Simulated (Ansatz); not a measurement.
hcp Hf was calculated with PBE-D3(BJ) in Ansatz (plane waves, PAW).

Numerical settings: plane-wave cutoff 520 eV, 24×24×14 k mesh (along the axes of the cell as run), Fermi–Dirac smearing 0.038 eV (set by the program), scalar-relativistic PAW data made under PBE.

Cell (relaxed at this level):

```
Hf
1.0
    3.17012     0.00000     0.00000
   -1.58506     2.74540     0.00000
    0.00000     0.00000     5.01948
Hf
2
Direct
  0.66667   0.33333   0.75000
  0.33333   0.66667   0.25000
```

Question: Predict the elastic constant C33, elastic constant C13, elastic constant C12, Voigt–Reuss–Hill shear modulus (Hill average), elastic constant C44, elastic constant C11 and elastic constant C66.

Answer: 
* **elastic constant C33**: 210 GPa
* **elastic constant C13**: 69.1 GPa
* **elastic constant C12**: 71.9 GPa
* **Voigt–Reuss–Hill shear modulus (Hill average)**: 59.1 GPa
* **elastic constant C44**: 55.1 GPa
* **elastic constant C11**: 190 GPa
* **elastic constant C66**: 59.1 GPa

Note: the dispersion coefficients are held fixed in the derivatives.

Elastic constants are with the ions relaxed.

Spin–orbit coupling is not included.

Computing time: roughly 30 core-minutes.

Ansatz is a program for electronic structure.
